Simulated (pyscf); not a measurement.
Optimised with ωB97X-D3(BJ)/def2-SVP in PySCF.

Question: For the elementary gas-phase step •HC=CH₂ + H₂ -> H₂C=CH₂ + H• (doublet surface; H–H broken, C–H formed), what barrier and reaction energy does ωB97M-D3(BJ)/def2-TZVP give, measured from the separated reactants?

Answer: ΔE‡ = 0.28 eV, ΔE = -0.42 eV. Zero-point energy shifts the barrier by +0.05 eV. It is a hydrogen abstraction, with an imaginary mode of 897i cm⁻¹. This is the saddle that the search found; another between the same sides may lie lower. The angle at the transferred H is 175°.
